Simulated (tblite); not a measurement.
Species: C₅H₅ (doublet state).
Numbering: `[CH2:1]=[C:2][C:3]#[C:4][CH3:5]` (hydrogens: H6, H7 on C1; H8, H9, H10 on C5)

Structure optimised with GFN2-xTB, isolated species. This method treats the open shell by occupation alone, without spin polarisation.

(1) Give the optimised bond lengths and angles.

## Answers

(1) 
```
                bond  length (Å)
               C1=C2       1.296
               C2–C3       1.310
               C3≡C4       1.230
               C4–C5       1.438
               C1–H6       1.084
               C1–H7       1.084
C5–H8, C5–H9, C5–H10       1.092
```

Bonds in one row agree within 0.01 Å and their mean is given. A selection of angles:
```
    angle  degrees
 C2–C1–H6    122.4
 C2–C1–H7    122.4
 H6–C1–H7    115.2
 C1–C2–C3    180.0
 C2–C3–C4    179.7
 C3–C4–C5    179.4
 C4–C5–H8    110.2
 C4–C5–H9    110.9
 H8–C5–H9    108.5
H8–C5–H10    108.7
```

C1 (carbon bonded to C and 2 H) is planar (angles 122.4°, 122.4° and 115.2°, sum 360.0°, 0.00 Å off the plane of its three neighbours). The 5 heavy atoms lie on one line within 0.05 Å. The C–C distances run from 1.230 Å (C3≡C4, drawn triple) to 1.438 Å (C4–C5, drawn single), a spread of 0.208 Å.

Point group: Cs (tolerance 0.08 Å). GFN2-xTB frequencies show an imaginary mode (23i cm⁻¹), so the point is no minimum at that level.

Time: under 0.1 s. Hardware: one thread, Arm Neoverse V1 (aarch64), no GPU, shared host with 32 logical CPUs at a one-minute load of 38. These figures are those of the optimisation.

All values are computed, not measured.
